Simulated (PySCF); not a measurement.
Work out the structure from these simulated measurements.

Formula: CHF; singlet state.

| Property | Result |
| --- | --- |
| UV, first state | lowest singlet excitation: 2.20 eV (564 nm, f = 0.005) [TDDFT CAM-B3LYP/aug-cc-pVTZ] |
| Polarisability | 16.4 au [CAM-B3LYP/aug-cc-pVTZ] |
| 1H NMR | chemical shifts (computed TMS as zero) by class: 19.79 (1 H) ppm [GIAO PBE0/pcSseg-2] |
| Dipole | 1.54 D [CAM-B3LYP/aug-cc-pVTZ] |
| 13C NMR | chemical shifts (computed TMS as zero) by class: 790.0 (1 C) ppm [GIAO PBE0/pcSseg-2] |
| NMR, other nuclei | isotropic shieldings of nuclei other than C and H, by class: -572 (1 F) ppm [GIAO PBE0/pcSseg-2] |
| UV, strongest line | among the 10 lowest singlet transitions: S9 at 10.15 eV (122 nm, f = 0.064) [TDDFT CAM-B3LYP/aug-cc-pVTZ] |
| Rotational structure | rotational constants A, B, C: 467.073, 37.181, 34.440 GHz [PBE0-D3(BJ)/def2-TZVP] |

The electronic properties come from PySCF, for the isolated species, density fitting. Levels stand in brackets. Isolated species at its PBE0-D3(BJ)/def2-TZVP geometry, gas phase. Each NMR value is the plain mean over a class of atoms that symmetry, rotation or inversion makes alike.

**Question.** What is the compound? Reason from the data.

**Answer.** The one carbon: carbon bonded to F and H (790.0 ppm). The one hydrogen (19.79 ppm): hydrogen on carbon. The other shieldings belong to: -572 ppm, fluorine bonded to C. S1 is mainly HOMO→LUMO (weight 0.98); the largest Löwdin shares of the orbital it empties are 0.70 on the carbon bonded to F and H, 0.18 on the fluorine bonded to C and 0.12 on the hydrogen on carbon, of the orbital it fills 0.70 on the carbon bonded to F and H, 0.17 on the fluorine bonded to C and 0.13 on the hydrogen on carbon. The optimised geometry has point group Cs and is an asymmetric top. Structure: HCF (`[CH]F`) [singlet].
